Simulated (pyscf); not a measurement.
5 gas-phase steps of one pattern: addition across a multiple bond or ene-type step on the singlet surface, H–H broken and H–Mo + H–O or H–Nb + H–O or H–O + H–W or H–Se + H–W formed. PySCF, gas phase, ωB97X-D3(BJ)/def2-SVP geometries. Electronic energies in eV, from the separated reactants; ΔE‡ at ωB97M-D3(BJ)/def2-TZVP, beside the barrier at PBE/def2-TZVP on the same structures. Rows were drawn at random from the steps of this pattern with a verified saddle, stable references and no exit in the data more than 5 kcal/mol lower.

| row | step | ΔE‡(PBE) | ΔE‡ |
|---|---|---|---|
| 1 | O=W(=O)(OH)–OH + H₂ → O=WH(OH)(OH)–OH | 1.40 | 1.55 |
| 2 | O=Mo(=O)(OH)–OH + H₂ → O=MoH(OH)(OH)–OH | 1.62 | 1.79 |
| 3 | O=Nb(OH)(OH)–OH + H₂ -> HO–NbH(OH)(OH)–OH | 1.39 | ? |
| 4 | O=Nb(Cl)(Cl)–Cl + H₂ -> HO–NbH(Cl)(Cl)–Cl | 1.56 | 1.75 |
| 5 | F–W(F)(F)(F)=Se + H₂ -> F–WH(F)(F)(F)–SeH | 1.73 | 1.98 |

From a straight line through the complete rows, estimate the missing barrier and say how far the line can be trusted.

Over the 4 complete rows the means are +1.58 (ΔE‡(PBE)) and 1.77 (ΔE‡); least squares gives b = 1.27 and a = -0.24 eV, with residuals of 0.02 eV (root mean square; largest 0.03, row 2). For row 3: -0.24 + 1.27 × (+1.39) = 1.53 eV, an extrapolation. The computed barrier is 1.58 eV, 0.05 over the line. The line follows the complete rows closely. Each barrier is that of the saddle found. Elements up to Kr have no core potential and no relativistic terms here. Elements past Kr carry the def2 core potentials, without spin-orbit coupling.
